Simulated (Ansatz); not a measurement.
Elements on the sites of an ideal fcc lattice, at a guessed lattice constant:

```
Cu Ga Ag Sn Au
1.0
    -4.26045   -4.26045    0.00000
     0.00000    4.26045    4.26045
    -4.26045    4.26045   -4.26045
Cu Ga Ag Sn Au
1 3 5 2 1
Direct
  0.50000 0.00000 0.00000
  0.00000 0.00000 0.00000
  0.66667 0.83333 0.33333
  0.16667 0.83333 0.33333
  0.83333 0.16667 0.66667
  0.66667 0.33333 0.33333
  0.50000 0.50000 0.00000
  0.00000 0.50000 0.00000
  0.33333 0.66667 0.66667
  0.33333 0.16667 0.66667
  0.16667 0.33333 0.33333
  0.83333 0.66667 0.66667
```

Cell and atoms were relaxed without symmetry on coarser meshes and computed once more. Theory: DFT PBE, scalar-relativistic, plane waves, PAW (Ansatz).

Cutoff 420 eV; k points 6×7×5 on the computed 12-atom cell (Γ-centred); Gaussian smearing, width 0.10 eV; no spin polarisation.

The relaxation ran on 3×3×2 (shifted) and then 4×4×3 k points with a smearing of 0.1 eV, from sites shaken by 0.02 Å.

Problem. What does the relaxation give?

Solution. A volume of 18.87 Å³/atom and no gap on the mesh. It lies 0.04 eV/atom above the elements' standard states (static lattices, no corrections for gases). The atoms leave their sites by 0.25 Å (root mean square) and 0.42 Å at most, and the cell stretches by up to 3.3 % at fixed volume.

```
Cu Ga Ag Sn Au
1.0
    -4.24433   -4.38610    0.02814
    -0.02706    4.38632    4.12813
    -4.14058    4.29328   -4.04251
Cu Ga Ag Sn Au
1 3 5 2 1
Direct
  0.52870 0.98951 0.02138
  0.93614 0.96693 0.99371
  0.64524 0.82738 0.34266
  0.16726 0.84102 0.29448
  0.85540 0.18025 0.68025
  0.64452 0.30227 0.32541
  0.48213 0.49810 0.01406
  0.99183 0.52694 0.98709
  0.35744 0.68081 0.67611
  0.38302 0.17656 0.70968
  0.14829 0.33226 0.33379
  0.87473 0.69589 0.61658
```

The final mesh leaves forces up to 0.12 eV/Å and stresses up to 0.5 GPa: the relaxation ran on a coarser mesh, so the cell's shape, its bonds and its energy belong partly to that mesh.

Spin-orbit coupling is left out, which matters for the bands of heavy elements.

Cost: 2 runs of about 17 core-minutes in all (earlier runs that led there not counted), on Arm Neoverse V1 (shared hosts).